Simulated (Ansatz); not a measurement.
in.yaml

```yaml
crystal:
  periodic: [false, false, false]
  atoms:
    - {symbol: Zr, position_ang: [0.000000, 0.000000, 0.000000]}
    - {symbol: H, position_ang: [0.000000, 0.000000, -1.963300]}
    - {symbol: H, position_ang: [0.000000, 0.000000, 1.963300]}
basis:
  gaussian: {orbitals: def2-TZVP}
magnetization: {spin_polarized: true, initial_magnetization: 2}
hamiltonian: {xc: hf}
output: {orbitals: {seedname: orbitals}}
```

```sh
$ ansatz run in.yaml --threads 1 --pin off --events-out ev --progress --plain --max-ram 2816MiB --backend cpu
```

The program prints:

```
543 factors; their error is unknown
mean field evaluation 1: about -1292.4722 eV, gradient 1.1e1 eV
mean field evaluation 2: about -1293.8142 eV, gradient 4.5e0 eV
mean field evaluation 4: about -1294.0637 eV, gradient 9.4e-1 eV
mean field evaluation 8: about -1294.2768 eV, gradient 6.0e-1 eV
mean field evaluation 16: about -1294.5414 eV, gradient 2.0e-4 eV
mean field evaluation 32: about -1295.1723 eV, gradient 9.4e-4 eV
mean field evaluation 64: about -1294.8027 eV, gradient 1.1e0 eV
mean field evaluation 96: about -1294.2417 eV, gradient 2.4e0 eV
mean field evaluation 128: about -1294.4551 eV, gradient 3.4e-2 eV
mean field -1295.16762123 eV, -47.5965321841 hartree, gradient 1.2e-5 eV, S^2 2.009096; 5 other end points of the search recorded, 0 dependent functions left out
reference -1295.16762123 eV, -47.5965321841 hartree; 8, 6 occupied and 44, 46 virtual orbitals, 543 factors
Total energy: -1295.16762123 eV, -47.5965321841 hartree
```

Ran on 1 thread of AMD EPYC 7R13, shared host: 0.94 s wall, 0.14 GiB peak host memory.
